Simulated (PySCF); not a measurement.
## Computed spin Hamiltonian

Compound: C6H10 (charge +1 and doublet state).
Geometry (GFN2-xTB, Å), atoms numbered from 1 in this order:
```
atom  x, y, z in Å
C1    -1.2280    1.5798   -0.1942
C2    -0.6809    0.3291   -0.1083
C3    -1.5635   -0.8573   -0.1160
C4     0.7510    0.1247    0.0415
C5     1.6522    1.1212   -0.2136
C6     1.2352   -1.2181    0.4278
H7    -2.2966    1.7038   -0.2761
H8    -0.6510    2.4877   -0.1471
H9    -1.5456   -1.3561    0.8573
H10   -1.2140   -1.6037   -0.8323
H11   -2.5913   -0.5911   -0.3436
H12    2.7114    0.9334   -0.1318
H13    1.3720    2.1088   -0.5381
H14    1.0321   -1.9429   -0.3658
H15    0.7059   -1.5912    1.3069
H16    2.3035   -1.2192    0.6222
```

The hyperfine couplings belong to this conformer and change with its torsions.

The species is `C=C(C)[C]([CH2+])C` [radical] (charge +1).

Method: UKS B3LYP, pcH-1 on C H, non-relativistic, mean-field spin-orbit, GIAO in PySCF 2.14.0. Isolated species at its GFN2-xTB geometry (one conformer only). A GFN2-xTB geometry isn't a minimum of the functional, and hyperfine couplings can be far from their values at a DFT geometry, by a factor of two or more for some ions and for spin on atoms past the first row. The frame is twisted about the C2–C4 bond at this geometry (dihedral C3–C2–C4–C6 = -11°); couplings at other torsion angles weren't computed. No stability test was run, so a lower SCF solution isn't excluded.

* g1, g2, g3: 2.00218, 2.00252, 2.00310
* g_iso: 2.00260
* Form of g: rhombic: the two nearest values differ by 37 % of g3 − g1
* ⟨S²⟩: 0.7720 (exact 0.7500)
* α and β electrons: 23, 22
* HOMO–LUMO gap, α and β orbitals: 5.20, 3.31 eV
* Basis functions: 250

Hyperfine couplings atom by atom, in 10⁻⁴ cm⁻¹; T1 to T3 are the principal values of the dipolar part; ρ(0) is the spin density at the nucleus (1 × 10⁻⁴ cm⁻¹ = 2.998 MHz):

```csv
atom,isotope,a_iso,T1,T2,T3,Mulliken spin population,ρ(0) (bohr⁻³)
C1,13C,11.9,-13.2,-13.0,26.2,0.49,0.0318
C2,13C,-3.6,-2.0,-1.3,3.2,0.03,-0.0095
C3,13C,-1.2,-0.6,-0.1,0.7,0.00,-0.0031
C4,13C,-3.5,-2.0,-1.3,3.2,0.03,-0.0094
C5,13C,11.9,-13.2,-13.0,26.1,0.49,0.0318
C6,13C,-1.2,-0.6,-0.1,0.7,0.00,-0.0031
H7,1H,-10.5,-6.3,-0.9,7.2,-0.02,-0.0071
H8,1H,-10.2,-5.1,-1.3,6.4,-0.02,-0.0068
H9,1H,9.9,-0.7,-0.6,1.3,0.01,0.0067
H10,1H,8.3,-0.8,-0.2,1.0,0.01,0.0056
H11,1H,0.1,-0.8,-0.5,1.3,0.00,0.0000
H12,1H,-10.5,-6.3,-0.9,7.2,-0.02,-0.0070
H13,1H,-10.2,-5.0,-1.4,6.4,-0.02,-0.0068
H14,1H,10.2,-0.7,-0.6,1.3,0.01,0.0068
H15,1H,8.1,-0.8,-0.2,1.0,0.01,0.0054
H16,1H,0.1,-0.8,-0.5,1.3,0.00,0.0001
```

The largest Mulliken spin populations are on C1 (+0.49) and C5 (+0.49).

C4, the radical centre as drawn in `C=C(C)[C]([CH2+])C`, holds a spin population of +0.03 out of 1.

Axes: g2 points within 4° of the C5–H12 bond.

Under fast tumbling the dipolar parts average out, and these isotropic splittings remain: 2 × 1H (H7/H12, I = 1/2, 3 lines) with 1.12 mT, 2 × 1H (H8/H13, I = 1/2, 3 lines) with 1.09 mT and 6 × 1H (H9 (×6), I = 1/2, 7 lines) with 0.65 mT.

Nuclei that the bonding pattern makes equivalent are averaged, as if the motion that swaps them (rotation, inversion, ring flip) were fast. H12 and H13 aren't averaged: C5 is flat or nearly so (angle sum 360°), and its turn about the short C5–C4 bond (1.37 Å) is taken as slow. The six 1H nuclei of mean +18.3 MHz run from 0.2 to 30.5 MHz in the frozen geometry.

The 13C coupling of C1/C5 (mean 35.8 MHz) shows only in satellite lines or after enrichment, since that isotope makes up about 1.07 % of natural carbon.

Examples of negative spin density at the nucleus (bohr⁻³): C2/C4 (-0.0095), H7/H12 (-0.0070) and H8/H13 (-0.0068).

On one thread, Intel Xeon 6975P-C (x86_64), on a shared host, this took 33 s of wall time (with the writing of density and orbital grids) and 0.92 GiB of memory at its peak.
